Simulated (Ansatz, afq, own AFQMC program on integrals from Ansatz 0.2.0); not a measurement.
Where AFQMC and coupled cluster stand for AlPH, doublet

```xyz
3

Al    0.0000    0.0000    0.1876
P     0.0000    0.0000   -1.9566
H     0.0000    0.0000    1.7690
```

Connectivity, by distances: AlH–P.

Basis 6-31G. Only valence electrons are correlated. Ansatz 0.2.0 and our own AFQMC program on the same integrals; the CISD trial comes from CCSD amplitudes, and released means the phaseless constraint is let go. Uncertainties: one standard error, sampling alone.

Determinant: UHF, the one that the program's search chose, which needn't be the lowest solution. The geometry is a point of a scan.

Full CI on the same integrals is exact in this basis and with this determinant's frozen core.

Cautions: strong correlation (T1 0.052, weight of the determinant 0.86, largest double 0.13); unrestricted determinant spin contaminated (⟨S²⟩ 0.91 against 0.75); the released energies have errors that jump between times, so the bars are unsure, so no released level is given (meV from the phaseless value at times in 1/Eh: -3 ± 3 at 0.24, -34 ± 32 at 0.51, -6.4 ± 2.4 at 0.99, -8.5 ± 2.3 at 1.62, -8.9 ± 1.9 at 2.40), though the last usable value meets full CI within the noise.

The T1 diagnostic is 0.0521. The weight of the determinant in the CISD state is 0.859 and the ⟨S²⟩ of the determinant is 0.913. The size of the correlated space is 9 electrons in 18 orbitals.

Reference: full CI, correlation energy -2.722 eV.

```csv
level,E − E(reference) (kcal/mol),share of correlation (%)
HF,62.78,0.00
MP2,17.67,71.86
CCSD,3.01,95.21
CCSD(T),0.98,98.43
CCSDT,0.08,99.87
CCSDT(Q),-0.07,100.11
CCSDTQ,0.00,100.01
ph-AFQMC/HF,0.60 ± 0.52,99.04
ph-AFQMC/CISD,0.23 ± 0.07,99.63
```

CCSDT and higher add their correlation energy to the determinant of the CCSD(T) run, since their own runs factorise the integrals more tightly (a shift of under 2 meV). A walk keeps the symmetry of its determinant, which the program's search chose and which needn't be the lowest solution, so a lower state of the same spin and another symmetry isn't excluded.
